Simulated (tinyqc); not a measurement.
Inside a calculation. Method: RHF in the sto-3g basis, for H2F+, spin multiplicity 1. One step of it, computed by the program tinyqc.

Question. Orthogonalisation. S = U s U^T; symmetric (Loewdin) form X = U s^(-1/2) U^T, so that X^T S X = 1.

overlap S, order 1F 1s, 1F 2s, 1F 2px, 1F 2py, 1F 2pz, 2H 1s, 3H 1s:
$$\begin{pmatrix}
1.000000 & 0.237990 & 0.000000 & 0.000000 & 0.000000 & 0.033955 & 0.033955 \\
0.237990 & 1.000000 & 0.000000 & 0.000000 & 0.000000 & 0.350670 & 0.350670 \\
0.000000 & 0.000000 & 1.000000 & 0.000000 & 0.000000 & 0.000000 & 0.000000 \\
0.000000 & 0.000000 & 0.000000 & 1.000000 & 0.000000 & 0.257655 & -0.257655 \\
0.000000 & 0.000000 & 0.000000 & 0.000000 & 1.000000 & 0.137942 & 0.137942 \\
0.033955 & 0.350670 & 0.000000 & 0.257655 & 0.137942 & 1.000000 & 0.141518 \\
0.033955 & 0.350670 & 0.000000 & -0.257655 & 0.137942 & 0.141518 & 1.000000
\end{pmatrix}$$

Give: eigenvalues of S; X.

Answer.

eigenvalues of S: [0.494, 0.558, 0.913, 1.000, 1.074, 1.300, 1.661]

X, order 1F 1s, 1F 2s, 1F 2px, 1F 2py, 1F 2pz, 2H 1s, 3H 1s:
$$\begin{pmatrix}
1.024 & -0.135 & 0.000 & 0.000 & -0.004 & 0.017 & 0.017 \\
-0.135 & 1.129 & 0.000 & 0.000 & 0.041 & -0.194 & -0.194 \\
0.000 & 0.000 & 1.000 & 0.000 & 0.000 & 0.000 & 0.000 \\
0.000 & 0.000 & 0.000 & 1.064 & 0.000 & -0.160 & 0.160 \\
-0.004 & 0.041 & 0.000 & 0.000 & 1.016 & -0.075 & -0.075 \\
0.017 & -0.194 & 0.000 & -0.160 & -0.075 & 1.097 & -0.055 \\
0.017 & -0.194 & 0.000 & 0.160 & -0.075 & -0.055 & 1.097
\end{pmatrix}$$
